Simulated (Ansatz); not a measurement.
A made-up structure of AlSiH3F, doublet:

F1  (-1.018, -1.814, 1.231)
Al2  (-0.624, -1.003, -0.153)
Si3  (0.620, 0.999, 0.103)
H4  (-1.091, -1.600, -1.534)
H5  (-0.659, -2.551, 1.627)
H6  (1.065, 1.577, 1.395)
(Å)

It is relaxed with PBE-D4/def2-SVP and then PBE0-D4/def2-TZVP (Ansatz 0.2.0). Atoms count as bonded within 1.22 times the sum of their covalent radii (H–H: 0.88 Å). The end point is not checked to be a true minimum.

**Question.** Does its bonding change? (Judge from chemistry; the calculation decides.)

**Answer.** Computed: Yes. Formed: Si3–H5; broken: F1–H5.

Where it ends: The first stage lowers the energy by 4.43 eV in 48 steps. It ends as AlSiH₃F ([F][AlH][SiH2]):
```csv
atom,x (Å),y (Å),z (Å)
F1,-0.1963,-3.1414,0.2817
Al2,-0.7163,-1.6450,-0.1860
Si3,0.1341,0.2055,1.0285
H4,-1.7176,-1.5418,-1.3985
H5,-0.2632,1.6090,0.7526
H6,1.0520,0.1219,2.1910
```

Labels in which every atom is bracketed show which atoms are joined, not bond orders.

For scale, one of the runs: PBE0-D4/def2-TZVP relaxation, 123 basis functions, launched by `ansatz run in.yaml --threads 2 --pin off --events-out ev --progress --plain --max-ram 4352MiB`. Hardware: 2 CPU threads of an Arm Neoverse V2, shared host. Wall time about 15 s.
